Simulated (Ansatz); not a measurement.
The input, for Ansatz 0.2.0:

```yaml
crystal:
  periodic: [false, false, false]
  atoms:
    - {symbol: Si, position_ang: [-2.744870, 0.000000, 0.000001]}
    - {symbol: H, position_ang: [-3.239742, 1.399708, 0.000001]}
    - {symbol: H, position_ang: [-3.239742, -0.699855, 1.212183]}
    - {symbol: H, position_ang: [-3.239742, -0.699854, -1.212182]}
    - {symbol: H, position_ang: [-0.639870, 0.000000, 0.000000]}
    - {symbol: Ge, position_ang: [1.138130, 0.000000, 0.000000]}
    - {symbol: H, position_ang: [1.606798, -1.465915, 0.000000]}
    - {symbol: H, position_ang: [1.606798, 0.732958, -1.269520]}
    - {symbol: H, position_ang: [1.606798, 0.732958, 1.269519]}
basis:
  gaussian: {orbitals: cc-pVDZ}
magnetization: {spin_polarized: false, initial_magnetization: 1}
correlation: {method: fic_mrcisd_q, electrons: outside_noble_gas, active_space: {window: {electrons: 9, orbitals: 9}}}
```

```sh
$ ansatz run in.yaml --threads 2 --pin off --events-out ev --progress --plain --max-ram 16896MiB --backend cuda --devices 0, --max-vram 18GiB
```

**Question.** Roughly how long does this take on 2 threads of AMD EPYC 7R13 with a shared H100 80 GB, shared host, and how much host memory?

**Answer.** 13 s wall and 0.89 GiB.

```
808 factors; integrals over basis functions are off by at most 1.4e-3 eV
mean field evaluation 1: about -64441.9414 eV, gradient 1.2e1 eV
mean field evaluation 2: about -64441.9477 eV, gradient 1.2e1 eV
mean field evaluation 4: about -64443.0141 eV, gradient 9.0e-1 eV
mean field evaluation 8: about -64443.0281 eV, gradient 8.1e-4 eV
mean field -64443.02813121 eV, -2368.2376027686 hartree, gradient 1.3e-6 eV, S^2 0.750000; 0 other end points of the search recorded, 0 dependent functions left out
reference -64443.02813121 eV, -2368.2376027686 hartree; 27, 26 occupied and 53, 54 virtual orbitals, 808 factors
state -64444.79316764 eV, -2368.3024666611 hartree
contracted CI cycle   1: correlation 0.00000000 eV, 0.0000000000 hartree, residual 1.81e1 eV
contracted CI cycle   2: correlation -5.19571594 eV, -0.1909390391 hartree, residual 3.03e0 eV
contracted CI cycle   3: correlation -5.35060778 eV, -0.1966312091 hartree, residual 6.74e-1 eV
contracted CI cycle   4: correlation -5.35820247 eV, -0.1969103087 hartree, residual 1.52e-1 eV
contracted CI cycle   5: correlation -5.35857658 eV, -0.1969240572 hartree, residual 3.60e-2 eV
contracted CI cycle   6: correlation -5.35859893 eV, -0.1969248783 hartree, residual 1.05e-2 eV
contracted CI cycle   7: correlation -5.35860082 eV, -0.1969249481 hartree, residual 3.56e-3 eV
contracted CI cycle   8: correlation -5.35860104 eV, -0.1969249560 hartree, residual 1.09e-3 eV
state -64444.79316764 eV, -2368.3024666611 hartree; corrected -64450.70600895 eV, -2368.5197595712 hartree
state -64444.55709129 eV, -2368.2937910151 hartree
contracted CI cycle   1: correlation 0.00000000 eV, 0.0000000000 hartree, residual 1.84e1 eV
contracted CI cycle   2: correlation -5.37796002 eV, -0.1976363853 hartree, residual 3.10e0 eV
contracted CI cycle   3: correlation -5.54280502 eV, -0.2036943273 hartree, residual 7.38e-1 eV
contracted CI cycle   4: correlation -5.55199023 eV, -0.2040318778 hartree, residual 1.83e-1 eV
contracted CI cycle   5: correlation -5.55254183 eV, -0.2040521487 hartree, residual 5.04e-2 eV
contracted CI cycle   6: correlation -5.55258307 eV, -0.2040536642 hartree, residual 1.51e-2 eV
contracted CI cycle   7: correlation -5.55258653 eV, -0.2040537914 hartree, residual 4.71e-3 eV
contracted CI cycle   8: correlation -5.55258685 eV, -0.2040538032 hartree, residual 1.37e-3 eV
state -64444.55709129 eV, -2368.2937910151 hartree; corrected -64450.70758520 eV, -2368.5198174976 hartree
state -64444.55709129 eV, -2368.2937910151 hartree; corrected -64450.70758520 eV, -2368.5198174976 hartree
WARN: the results are in doubt because another end's mean lies 0.236 eV lower, and its corrected mean 0.002 eV higher
Total energy: -64450.70758520 eV, -2368.5198174976 hartree
In doubt: another end's mean lies 0.236 eV lower, and its corrected mean 0.002 eV higher
```

Natural occupations: 1.9987 1.9815 1.9728 1.9582 0.9998 0.0389 0.0245 0.0199 0.0057.

For the same geometry and basis UCCSDT(Q) lies 55.1 meV lower.
